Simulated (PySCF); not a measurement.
# PH2 (SMILES [PH2]): UCISD/6-31G(d) (spherical functions)

Aim: the vertical doublet–quartet gap of PH2 at UCISD/6-31G* (spherical functions), from 2 runs. 

The calculation is run with PySCF 2.14.0.

6 further runs of the same task are left out: 6 set aside as unsound or not needed.

## Step 1: The molecule

PH2 has 3 atoms, charge 0, and is taken as a doublet. As SMILES, `[PH2]`. The shape is that of a GFN2-xTB optimisation.

Bond lengths: P1–H2 1.392 Å, P1–H3 1.392 Å. Angles: H2–P1–H3 91.4°.

## Step 2: A single-point energy at UCISD/6-31G(d) (spherical functions)

Contents of geometry.xyz:

```xyz
3
H2P
P      0.514470    -0.302750     0.252680
H      0.111510     1.027360     0.172420
H     -0.625980    -0.724620    -0.425100
```

Contents of input.py:

```python
from pyscf import gto, ci

system = gto.Mole()
system.atom = 'geometry.xyz'
system.spin = 1
system.basis = '6-31g*'
system.max_memory = 1860
system.verbose = 3
system.build()

mf = system.UHF()
mf.conv_tol = 1e-10
mf.kernel()
if not mf.converged:
    mf = mf.newton().run(mf.mo_coeff, mf.mo_occ)

cisd = ci.CISD(mf, frozen=5)
cisd.kernel()
energy = cisd.e_tot
print('E = %.10f Eh' % energy)
```

Launch:

```
OMP_NUM_THREADS=1 python input.py
```

Standard output:

```text
converged SCF energy = -341.847939948184  <S^2> = 0.76257683  2S+1 = 2.0125375
E(UCISD) = -341.9525083751659  E_corr = -0.1045684269813944
E = -341.9525083752 Eh
```

It took 0.6 s on 1 thread of Arm Neoverse V2, shared host; peak memory 0.12 GiB.

## Step 3: The quartet

Contents of mol.xyz:

```xyz
3
H2P
P      0.514470    -0.302750     0.252680
H      0.111510     1.027360     0.172420
H     -0.625980    -0.724620    -0.425100
```

Contents of job.py:

```python
from pyscf import gto, scf, ci

mol = gto.M(
    atom='mol.xyz',
    verbose=3,
    spin=3,
    max_memory=1860,
    charge=0,
    basis='6-31g*',
)

mf = scf.UHF(mol)
mf.conv_tol = 1e-10
mf.kernel()
if not mf.converged:
    mf = mf.newton().run(mf.mo_coeff, mf.mo_occ)

cisd = ci.CISD(mf, frozen=5)
cisd.kernel()
energy = cisd.e_tot
print('Final energy', energy)
```

Launch:

```
OMP_NUM_THREADS=1 python job.py
```

Standard output:

```text
WARN: HOMO 0.117614920480079 >= LUMO -0.326463425371513

converged SCF energy = -341.632864372056  <S^2> = 3.7555531  2S+1 = 4.0027756
E(UCISD) = -341.7188424637476  E_corr = -0.0859780916912565
Final energy -341.7188424637476
```

Run time: 0.58 s. Hardware: 1 thread of Arm Neoverse V2, shared host; peak memory 0.11 GiB.

## Step 4: Results

At UCISD/6-31G* (spherical functions), 5 core orbitals frozen:

```
                                                           quantity          value
                                              doublet: total energy  -341.95251 Eh
                      doublet: dipole moment (Hartree–Fock density)         0.87 D
doublet: HOMO energy (Hartree–Fock orbitals) (highest over α and β)      -10.18 eV
 doublet: LUMO energy (Hartree–Fock orbitals) (lowest over α and β)        1.12 eV
               doublet: correlation energy (5 core orbitals frozen)     -104.6 mEh
                         doublet: ⟨S²⟩ of the reference determinant          0.763
                                              quartet: total energy  -341.71884 Eh
                      quartet: dipole moment (Hartree–Fock density)         0.04 D
quartet: HOMO energy (Hartree–Fock orbitals) (highest over α and β)       -4.53 eV
 quartet: LUMO energy (Hartree–Fock orbitals) (lowest over α and β)       -0.60 eV
               quartet: correlation energy (5 core orbitals frozen)      -86.0 mEh
                         quartet: ⟨S²⟩ of the reference determinant          3.756
                   vertical energy of the quartet above the doublet       6.358 eV
```

What this shows: At this shape the quartet lies 6.36 eV (147 kcal/mol) above the doublet. Mulliken charges (quartet) of the mean-field density run from -0.07 on H2 to +0.15 on P1.
